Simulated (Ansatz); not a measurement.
# A-type hexagonal La₂O₃

These are PBE+SOC (plane waves, PAW; Ansatz, an electronic-structure program) values and carry that method's errors.

Numerical settings: plane-wave cutoff 520 eV, 12×12×6 k mesh (along the axes of the cell as run), Fermi–Dirac smearing 0.01 eV, PAW data made under PBE.

Cell: relaxed at this level.

```yaml
equilibrium_volume_per_atom: 16.64 Å³/atom
bulk_modulus: 109 GPa
lattice_parameter_a: 3.940 Å
lattice_parameter_c: 6.187 Å
band_gap: 3.82 eV (indirect)
smallest_direct_gap_on_the_k_points_sampled: 3.95 eV
"Γ–Γ gap": 4.33 eV
pressure derivative B′ of the bulk modulus: 3.7
```

Measured, for comparison: equilibrium volume per atom 16.44 Å³/atom (room temperature, not corrected to a static lattice, equation of state from high-pressure X-ray diffraction; as tabulated in Ibáñez et al. (2020), arXiv:2005.12956); bulk modulus 113 GPa (300 K, not corrected to a static lattice; as tabulated in Santana et al. (2016), arXiv:1608.06321); lattice constant a 3.934 Å (300 K, not corrected to a static lattice, our sources range from 3.934 to 3.940; as tabulated in Santana et al. (2016), arXiv:1608.06321); lattice parameter c 6.13 Å (temperature not stated, not corrected to a static lattice; as tabulated in Rustad et al. (2011), arXiv:1107.4261). Computed (rounded) less measured: equilibrium volume per atom +1.2 %, bulk modulus -4 %, lattice constant a +0.2 % (0.0 % to +0.2 % over the range), lattice parameter c +0.9 %.

Note: the bulk modulus comes from volumes at which shape and atoms were relaxed.

Static lattice: no zero-point or thermal effects.
